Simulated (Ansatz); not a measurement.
hcp Be was calculated with PBEsol-D3(BJ) (PAW; Ansatz, a program for electronic structure).

Run with plane-wave cutoff 520 eV, 30×30×16 k mesh (along the axes of the cell as run), Fermi–Dirac smearing 0.05 eV, scalar-relativistic PAW data made under PBE.

The cell is scaled about its equilibrium volume:

Shape and atoms are relaxed at each volume.

```tsv
V (Å³/atom)	P (GPa)	c (Å)	a (Å)
7.184	5.75	3.460	2.190
7.334	2.75	3.482	2.205
7.484	0.00	3.504	2.221
7.633	-2.52	3.525	2.236
7.783	-4.83	3.546	2.251
```

Note: the bulk modulus comes from volumes at which shape and atoms were relaxed.
